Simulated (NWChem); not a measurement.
Everything below was run with NWChem. System: H, charge 0, spin multiplicity 2. Its SCF solution wasn't tested for a lower state. Level: UB2PLYP/def2-TZVPD, no orbitals frozen.

Input file:

```
start mol
memory heap 200 mb stack 900 mb global 1100 mb
geometry units angstroms nocenter noautoz
  H      0.000000     0.000000     0.000000
  symmetry group D2h
end
basis spherical
  * library def2-tzvpd
end
dft
  xc hfexch 0.53 becke88 0.47 lyp 0.73 mp2 0.27
  dftmp2
  odft
  mult 2
  semidirect memsize 60000000 filesize 0
  iterations 100
end
mp2
end
task dft energy
```

Output (cleaned and shortened):

```
             Northwest Computational Chemistry Package (NWChem) 7.3.0
             --------------------------------------------------------

                                NWChem Input Module
                                -------------------

 Scaling coordinates for geometry "geometry" by  1.889725989
 (inverse scale =  0.529177249)

                             Geometry "geometry" -> ""
                             -------------------------

 Output coordinates in angstroms (scale by  1.889725989 to convert to a.u.)

  No.       Tag          Charge          X              Y              Z
 ---- ---------------- ---------- -------------- -------------- --------------
    1 H                    1.0000     0.00000000     0.00000000     0.00000000

 Effective nuclear repulsion energy (a.u.)       0.0000000000

            Nuclear Dipole moment (a.u.)
            ----------------------------
        X                 Y               Z
 ---------------- ---------------- ----------------
     0.0000000000     0.0000000000     0.0000000000

      Symmetry information
      --------------------

 Group name             D2h
 Group number             26
 Group order               8
 No. of unique centers     1

      Symmetry unique atoms

     1


 Summary of "ao basis" -> "" (spherical)
 ------------------------------------------------------------------------------
       Tag                 Description            Shells   Functions and Types
 ---------------- ------------------------------  ------  ---------------------
 *                         def2-tzvpd                 on all atoms

  dft_input: which_mp2 not specified, using semidirect MP2 by default.

                                 NWChem DFT Module
                                 -----------------

 Summary of "ao basis" -> "ao basis" (spherical)
 ------------------------------------------------------------------------------
       Tag                 Description            Shells   Functions and Types
 ---------------- ------------------------------  ------  ---------------------
 H                         def2-tzvpd                5        9   3s2p

 Summary of "ao basis" -> "ao basis" (spherical)
 ------------------------------------------------------------------------------
       Tag                 Description            Shells   Functions and Types
 ---------------- ------------------------------  ------  ---------------------
 H                         def2-tzvpd                5        9   3s2p

      Symmetry analysis of basis
      --------------------------

        ag          3
        au          0
        b1g         0
        b1u         2
        b2g         0
        b2u         2
        b3g         0
        b3u         2

            General Information
            -------------------
          SCF calculation type: DFT
          Wavefunction type:  spin polarized.
          No. of atoms     :     1
          No. of electrons :     1
           Alpha electrons :     1
            Beta electrons :     0
          Charge           :     0
          Spin multiplicity:     2
          Use of symmetry is: on ; symmetry adaption is: on
          Maximum number of iterations: 100
          AO basis - number of functions:     9
                     number of shells:     5
          Convergence on energy requested:  1.00D-06
          Convergence on density requested:  1.00D-05
          Convergence on gradient requested:  5.00D-04

              XC Information
              --------------
[...]
 !! scf_movecs_sym_adapt:    6 vectors were symmetry contaminated

  Symmetry fudging

 !! scf_movecs_sym_adapt:    6 vectors were symmetry contaminated

 !! scf_movecs_sym_adapt:    6 vectors were symmetry contaminated

  Symmetry fudging

 !! scf_movecs_sym_adapt:    6 vectors were symmetry contaminated

 d= 0,ls=0.0,diis     3     -0.4986130744 -3.97D-06  3.46D-05  1.68D-08     0.1
                                                     0.00D+00  0.00D+00

 !! scf_movecs_sym_adapt:    6 vectors were symmetry contaminated

  Symmetry fudging

 !! scf_movecs_sym_adapt:    6 vectors were symmetry contaminated

 !! scf_movecs_sym_adapt:    6 vectors were symmetry contaminated

  Symmetry fudging

 !! scf_movecs_sym_adapt:    6 vectors were symmetry contaminated

 d= 0,ls=0.0,diis     4     -0.4986130895 -1.51D-08  4.51D-07  2.69D-12     0.1
                                                     0.00D+00  0.00D+00

         Total DFT energy =       -0.498613089538
      One electron energy =       -0.499694030767
           Coulomb energy =        0.310723251223
    Exchange-Corr. energy =       -0.309642309994
 Nuclear repulsion energy =        0.000000000000

 Numeric. integr. density =        0.999999979238

     Total iterative time =      0.0s

                  Occupations of the irreducible representations
                  ----------------------------------------------

                     irrep           alpha         beta
                     --------     --------     --------
                     ag                1.0          0.0
                     au                0.0          0.0
                     b1g               0.0          0.0
                     b1u               0.0          0.0
                     b2g               0.0          0.0
                     b2u               0.0          0.0
                     b3g               0.0          0.0
                     b3u               0.0          0.0

                    DFT Final Alpha Molecular Orbital Analysis
                    ------------------------------------------

 Vector    1  Occ=1.000000D+00  E=-3.913067D-01  Symmetry=ag
              MO Center= -4.1D-22, -1.2D-32, -2.1D-22, r^2= 8.6D-01
   Bfn.  Coefficient  Atom+Function         Bfn.  Coefficient  Atom+Function
  ----- ------------  ---------------      ----- ------------  ---------------
     2      0.481198  1 H  s                  3      0.403715  1 H  s
     1      0.244090  1 H  s

 Vector    2  Occ=0.000000D+00  E= 1.533411D-01  Symmetry=b1u
              MO Center= -1.9D-65, -5.3D-76,  2.1D-22, r^2= 3.6D+00
   Bfn.  Coefficient  Atom+Function         Bfn.  Coefficient  Atom+Function
  ----- ------------  ---------------      ----- ------------  ---------------
     9      0.992880  1 H  pz

 Vector    3  Occ=0.000000D+00  E= 1.533411D-01  Symmetry=b2u
              MO Center= -5.9D-86,  1.2D-32,  5.8D-93, r^2= 3.6D+00
   Bfn.  Coefficient  Atom+Function         Bfn.  Coefficient  Atom+Function
  ----- ------------  ---------------      ----- ------------  ---------------
     8      0.992880  1 H  py

 Vector    4  Occ=0.000000D+00  E= 1.533411D-01  Symmetry=b3u
              MO Center=  4.1D-22,  3.1D-81,  7.2D-72, r^2= 3.6D+00
   Bfn.  Coefficient  Atom+Function         Bfn.  Coefficient  Atom+Function
  ----- ------------  ---------------      ----- ------------  ---------------
     7      0.992880  1 H  px

                     DFT Final Beta Molecular Orbital Analysis
                     -----------------------------------------

 Vector    1  Occ=0.000000D+00  E= 5.297438D-03  Symmetry=ag
              MO Center=  0.0D+00,  0.0D+00,  0.0D+00, r^2= 1.7D+00
   Bfn.  Coefficient  Atom+Function         Bfn.  Coefficient  Atom+Function
  ----- ------------  ---------------      ----- ------------  ---------------
     3      0.865486  1 H  s                  1      0.145971  1 H  s
     2      0.081849  1 H  s

 Vector    2  Occ=0.000000D+00  E= 1.984702D-01  Symmetry=b1u
              MO Center=  0.0D+00,  0.0D+00,  0.0D+00, r^2= 3.7D+00
   Bfn.  Coefficient  Atom+Function         Bfn.  Coefficient  Atom+Function
  ----- ------------  ---------------      ----- ------------  ---------------
     9      1.001810  1 H  pz

 Vector    3  Occ=0.000000D+00  E= 1.984702D-01  Symmetry=b3u
              MO Center=  0.0D+00,  0.0D+00,  0.0D+00, r^2= 3.7D+00
   Bfn.  Coefficient  Atom+Function         Bfn.  Coefficient  Atom+Function
  ----- ------------  ---------------      ----- ------------  ---------------
     7      1.001810  1 H  px

   alpha - beta orbital overlaps
   -----------------------------

   alpha      1      2      3      4      5      6      7      8      9
    beta      1      2      4      3      5      6      8      7      9
 overlap   0.944  1.000  1.000  1.000  0.943  1.000  1.000  1.000  0.998

     --------------------------
     Expectation value of S2:
     --------------------------
      <S2> =      0.7500 (Exact =     0.7500)

                   NWChem MP2 Semi-direct Energy/Gradient Module
                   ---------------------------------------------

  Basis functions       =      9
  Molecular orbitals    =      9
  Frozen core           =      0
  Frozen virtuals       =      0
  Active alpha occupied =      1
  Active beta occupied  =      0
  Active alpha virtual  =      8
  Active beta virtual   =      9
  Use MO symmetry       = T
  Use skeleton AO sym   = T

  AO/Fock/Back tols     =   1.0D-09  1.0D-09  1.0D-09

          -------------------------------------------
          DFT energy                      -0.498613089538
          Unscaled MP2 energy              0.000000000000
          Total DFT+MP2 energy            -0.498613089538
          -------------------------------------------

 -----------------------
 Performance information
 -----------------------

 Timer overhead =  1.44D-07 seconds/call

               Nr. of calls         CPU time (s)                 Wall time (s)                GFlops
             ---------------    -------------------     ------------------------------   -------------------
Name         Min   Avg   Max    Min     Avg     Max     Min     Avg     Max   Mx/calls   Min     Max     Sum
mp2: tota     1     1     1   3.94E-3 3.94E-3 3.94E-3  3.94E-3 3.94E-3 3.94E-3 3.94E-3   0.0     0.0     0.0

 The average no. of pstat calls per process was 1.00D+00
 with a timing overhead of 1.44D-07s

 Task  times  cpu:        0.1s     wall:        0.1s

 Total times  cpu:        0.1s     wall:        0.1s
```
